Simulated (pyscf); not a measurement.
Homolytic dissociation enthalpies at 298 K of Ge–S, Si–Te, S–Si, S–Sn bonds in 6 gas-phase molecules, in kcal/mol. PySCF, gas phase, ωB97X-D3(BJ)/def2-SVP geometries. MP2 and CC: frozen core, UHF for open shells. ΔMP2 is the change of the MP2 total energy from the triple- to the quadruple-zeta basis. Both columns use the same structures and thermal terms. Rows were drawn at random from the closed-shell molecules with such a bond whose radicals are computed, keep their shape and have no isomer in the data more than 5 kcal/mol lower.

```csv
row,molecule,radicals,B3LYP-D3(BJ)/def2-TZVP,CCSD(T)/def2-TZVPP + ΔMP2(QZVPP)
1,HS–SiH₂–I,SH• + •H₂Si–I,83.4,86.8
2,H₃Si–S–GeH₃,H₃Si–S• + GeH₃•,75.1,79.6
3,H₃Si–O–SiH₂–SH,•H₂Si–O–SiH₃ + SH•,89.1,92.7
4,H₃Si–S–SnH₃,H₃Si–S• + SnH₃•,69.5,74.9
5,HS–SiH₂–SH,SH• + •H₂Si–SH,84.5,88.0
6,H₃Si–Te–SiH₃,SiH₃• + H₃Si–Te•,65.5,?
```

### Question
Fit a line that carries the B3LYP-D3(BJ) values to the last column and predict row 6.

### Answer
In the 5 complete rows the last column lies 3.4 to 5.4 kcal/mol from B3LYP-D3(BJ) (mean 4.1, median 3.6). Least squares gives y = 12.1 + 0.90·x with residuals of 0.3 kcal/mol (root mean square). For row 6: 12.1 + 0.90 × 65.5 = 71.0 kcal/mol, an extrapolation. The computed value is 69.0 kcal/mol, 2.0 under the line. The CCSD(T) − MP2 part came from Ansatz, without density fitting, on the same reference. The frozen core leaves the outer d or s,p core shells of the metals and heavy elements correlated in the MP2 and CC values, and def2-TZVPP describes them poorly, which can shift differences by a few kcal/mol. Left out: the spin-orbit lowering of SH. Elements up to Kr have no core potential and no relativistic terms here. Elements past Kr carry the def2 core potentials, without spin-orbit coupling.
